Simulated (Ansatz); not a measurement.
# H2N–PH2⁺, doublet: the ladder up to UCCSDT(Q)

Geometry: that of the H2N–PH2, singlet, kept fixed.

```xyz
6

N    -0.1717    0.0000    1.1589
P     0.1133    0.0000   -0.5688
H     0.2780   -0.8098    1.5725
H     0.2780    0.8098    1.5725
H    -0.8268   -1.0214   -0.8848
H    -0.8268    1.0214   -0.8848
```

Basis cc-pVTZ; Ansatz 0.2.0. Only valence electrons are correlated (noble-gas cores frozen), which leaves 13 electrons in 114 orbitals. R marks a restricted (for open shells ROHF) determinant, U an unrestricted one.

Full CI isn't at hand for all of this; UCCSDT(Q) serves as the reference, and is uncertain by the last step of the cluster series or more. The frozen core follows each run's orbitals, which can shift R against U totals by a few meV.

- UHF ⟨S²⟩: 0.813
- T1 diagnostic (RCCSD): 0.0370
- largest doubles amplitude (RCCSD): 0.048
- T1 diagnostic (UCCSD): 0.0303

Q: From what is known of these methods and the diagnostics, rank them by the size of their error in total energy against UCCSDT(Q) in cc-pVTZ, smallest first (an estimate: the text doesn't fix the numbers).
A. UMP2
B. RMP2
C. UHF
D. RCCSD(T)
E. UCCSDT

A: E (0.94 mEh), D (1.78 mEh), B (45.65 mEh), A (53.15 mEh), C (395.33 mEh).

All errors are against UCCSDT(Q) in cc-pVTZ. Within each family the higher level lies nearer, as is usual though not guaranteed.
